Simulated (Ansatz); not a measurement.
Ansatz (a program for electronic structure) input:

Ansatz 0.2 input:
```yaml
crystal:
  periodic: [false, false, false]
  atoms:
    - {symbol: C, position_ang: [1.31060113, 0.01504024, 0.00000187]}
    - {symbol: C, position_ang: [0.00000000, -0.00000000, -0.00000000]}
    - {symbol: C, position_ang: [-1.31060113, -0.01504024, -0.00000187]}
    - {symbol: H, position_ang: [1.87750632, -0.40569906, -0.83203234]}
    - {symbol: H, position_ang: [1.86769925, 0.44867841, 0.83203769]}
    - {symbol: H, position_ang: [-1.87662651, 0.32924458, -0.86704697]}
    - {symbol: H, position_ang: [-1.86857905, -0.37222393, 0.86704163]}
basis:
  gaussian:
    orbitals: aug-cc-pVTZ
hamiltonian:
  xc: hf
total_charge: 1
magnetization: {spin_polarized: true, initial_magnetization: 1}
```

Predict the final energy.

-115.60200 Eh (HF/aug-cc-pVTZ). The basis has 230 functions.

The determinant is spin-contaminated: <S^2> is 0.85 against 0.75 for a pure state.
